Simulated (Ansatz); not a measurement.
C₃H₅NO (`NCC=C=O`) at its PBE0-D4/def2-TZVP geometry, where that method's forces vanish. Total charge 0; spin multiplicity 1.

```tsv
atom	x (Å)	y (Å)	z (Å)
N1	-1.352	-0.305	0.609
C2	-0.314	0.577	0.091
C3	0.993	-0.144	-0.087
C4	1.358	-0.651	-1.237
O5	1.683	-1.077	-2.264
H6	-2.197	0.222	0.801
H7	-1.055	-0.722	1.483
H8	-0.653	0.964	-0.874
H9	-0.120	1.453	0.727
H10	1.656	-0.317	0.752
```

(1) For each bond, give half the difference of the two atoms' forces along it (eV/Å; positive pushes the atoms apart) under PBE-D4, r2SCAN-D4, B3LYP-D4, ωB97M-V in def2-TZVPP. (Best estimate.)

Answers

(1) Ansatz gave: 
| bond | length (Å) | PBE-D4 | r2SCAN-D4 | B3LYP-D4 | ωB97M-V |
| --- | --- | --- | --- | --- | --- |
| N1–C2 | 1.458 | 0.11 | 0.20 | 0.25 | 0.24 |
| N1–H6 | 1.014 | 0.23 | 0.00 | -0.05 | -0.09 |
| N1–H7 | 1.013 | 0.24 | 0.00 | -0.04 | -0.06 |
| C2–C3 | 1.503 | -0.08 | 0.07 | 0.13 | 0.11 |
| C2–H8 | 1.093 | 0.13 | -0.06 | -0.12 | -0.13 |
| C2–H9 | 1.100 | 0.09 | -0.06 | -0.12 | -0.16 |
| C3–C4 | 1.309 | -0.30 | -0.17 | -0.14 | 0.08 |
| C3–H10 | 1.083 | 0.05 | -0.07 | -0.12 | -0.16 |
| C4–O5 | 1.158 | 1.18 | 0.46 | 0.28 | -0.01 |

B3LYP here is the variant with VWN-RPA as its local correlation; programs differ in this.
